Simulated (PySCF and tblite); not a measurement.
The numbers below are computed, except where a source is named.
2 E/Z isomers of C4H6O2, numbered alike:

| isomer | SMILES | descriptors |
| --- | --- | --- |
| A | [CH3:1][O:2]/[CH:3]=[CH:4]\[CH:5]=[O:6] | 3=4 Z |
| B | [CH3:1][O:2]/[CH:3]=[CH:4]/[CH:5]=[O:6] | 3=4 E |

Each isomer is a Boltzmann average at 298.15 K over at most 6 conformers: GFN2-xTB geometries, energies PBE0/pcSseg-1 (D3(BJ) added where defined), GFN2-xTB thermal terms. Programs: PySCF with density fitting and tblite.

(1) Rank the isomers by free energy at 298.15 K.

## Answers

(1) 
```csv
isomer,ΔG (kcal/mol),"ΔE, lowest conformer",conformers,largest weight %,rms dipole (D)
B,0.0,0.0,4,76,4.25
A,3.3,3.8,4,95,5.86
```
